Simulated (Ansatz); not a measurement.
# A basis-limit estimate, worked out

The pair of SiH4 (SMILES [SiH4], atoms 1–5) and SiH4 (SMILES [SiH4], atoms 6–10), both closed shells, in one local arrangement (a lower one may exist), relaxed at PBE0-D4/def2-TZVP:

Si1  (0.024, -0.166, -2.003)
H2  (-1.133, 0.760, -1.908)
H3  (0.033, -0.814, -3.340)
H4  (-0.093, -1.211, -0.953)
H5  (1.286, 0.590, -1.808)
Si6  (-0.024, 0.166, 2.003)
H7  (1.121, -0.764, 1.837)
H8  (0.044, 0.803, 3.343)
H9  (-1.298, -0.583, 1.873)
H10  (0.040, 1.219, 0.956)
(Å)

Both fragments are computed in the basis of the whole pair.

Program: Ansatz 0.2.0. Basis: def2-TZVPPD and def2-QZVPPD. Cores are frozen in the correlated methods.

Energies in eV:

| quantity | pair | first fragment | second fragment |
| --- | --- | --- | --- |
| Hartree–Fock, triple zeta (X = 3) | -15851.05682 | -7925.54833 | -7925.54833 |
| Hartree–Fock, quadruple zeta (X = 4) | -15851.56259 | -7925.80098 | -7925.80098 |
| MP2 correlation, X = 3 | -7.91807 | -3.92409 | -3.92409 |
| MP2 correlation, X = 4 | -8.41930 | -4.17207 | -4.17207 |
| CCSD(T) correlation, X = 3 | -9.75550 | -4.84157 | -4.84158 |

Task: Work out the interaction energy at the basis limit: extrapolate Hartree–Fock as E(X) = E∞ + A exp(−7.88 √X) and the MP2 correlation as E(X) = E∞ + B X^−2.97 (the exponents that Neese and Valeev fitted for def2-TZVPP and QZVPP, reused here for the diffuse sets), then add CCSD(T) − MP2 in triple zeta.

Result: Each step is linear, so take the differences first (pair − first fragment − second fragment): Hartree–Fock 0.03984 (X = 3) and 0.03937 (X = 4); MP2 correlation -0.06989 and -0.07516; CCSD(T) correlation -0.07235.
Two points give E∞ = E(4) + w [E(4) − E(3)], with w = 1/(exp(7.88 (2 − √3)) − 1) = 0.1377 for Hartree–Fock and w = 1/((4/3)^2.97 − 1) = 0.7407 for the correlation.
Hartree–Fock: 0.03937 + 0.1377 × (-0.00047) = 0.0393 eV.
MP2 correlation: -0.07516 + 0.7407 × (-0.00527) = -0.0791 eV.
CCSD(T) − MP2: -0.07235 − (-0.06989) = -0.0025 eV.
Sum: 0.0393 + (-0.0791) + (-0.0025) = -0.0423 eV, or -0.98 kcal/mol. Plain CCSD(T) in triple zeta gives -0.0325 eV, so the larger basis shifts the result by -0.0098 eV.

The T1 diagnostic stays at or below 0.012.

For scale, one of the runs: CCSD(T)/def2-TZVPPD, 232 basis functions, launched by `ansatz run in.yaml --threads 2 --pin off --events-out ev --progress --plain --max-ram 5222MiB`. Time: 42 s of wall clock on 2 CPU threads of an Arm Neoverse V2; the host was shared. Peak host memory: 3.7 GiB.
